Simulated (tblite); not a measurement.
C3H8P2.
Z-matrix (Å and degrees, GFN2-xTB geometry), rows numbered from 1:
```
C 
C   1  1.3241
P   2  1.8143  1  125.12
C   3  1.8686  2   98.96  1   121.61
P   4  1.8620  3  119.84  2   -53.78
H   1  1.0785  2  121.74  3    -3.51
H   1  1.0783  2  121.99  3   176.22
H   2  1.0853  1  120.75  3  -174.86
H   3  1.4017  2   95.78  1    24.17
H   4  1.0966  3  107.74  2    69.70
H   4  1.0960  3  107.14  2  -176.20
H   5  1.3963  4   95.93  3   -44.35
H   5  1.3945  4   96.38  3    48.00
```

All values are computed: GFN2-xTB (tblite) harmonic vibrations without scaling, gas phase. Against measured fundamentals such values can be off by several per cent, at times by over 20. Modes of hydrogen on phosphorus can be 10 to 20 % off. One conformer, not necessarily the lowest.

Harmonic wavenumbers (cm⁻¹): 58.7, 78.3, 162.8, 195.6, 259.0, 342.9, 539.8, 611.2, 614.0, 705.4, 743.0, 789.1, 839.6, 863.4, 892.1, 922.6, 1006.8, 1019.5, 1100.3, 1140.5, 1184.9, 1242.6, 1398.4, 1407.4, 1651.9, 2237.4, 2256.1, 2322.1, 2909.2, 2928.7, 3013.4, 3082.8, 3106.3.

A = 4324, B = 1945, C = 1474 MHz; mass 106.010 u (most abundant isotopes); point group C1, symmetry number 1.

What is the zero-point energy?

Half the sum of the wavenumbers: 20813 cm⁻¹ = 248.98 kJ/mol.

Give the ideal-gas entropy at 298.15 K and 1 bar in the rigid-rotor, harmonic-oscillator model (classical rotation).

Translation 167.02, rotation 115.70, vibration 80.39: S = 363.1 J/(mol K).

And Cp and H(298.15 K) − H(0)?

Cp = 118.83 J/(mol K), of which vibrations give 85.57 (their classical limit is 33 R = 274.4); H(298.15 K) − H(0) = 22.57 kJ/mol without the zero-point energy, 12.65 from vibrations.

Which modes carry the vibrational entropy at 298.15 K?

58.7 cm⁻¹: 18.83; 78.3 cm⁻¹: 16.46; 162.8 cm⁻¹: 10.53; 195.6 cm⁻¹: 9.10; 259.0 cm⁻¹: 6.98; 342.9 cm⁻¹: 5.02 J/(mol K); the other 27 give 13.48 together.

What must be added to the electronic energy to get the Gibbs energy at 298.15 K and 1 bar?

ZPE + [H(298.15 K) − H(0)] − T·S = 248.98 + 22.57 − 108.26 = 163.29 kJ/mol.

Hindered rotation and anharmonicity are outside this model. Other conformers, if any are populated, would add a mixing term that is left out. The structure is chiral; the term R ln 2 for an equal mix with its mirror image is left out.
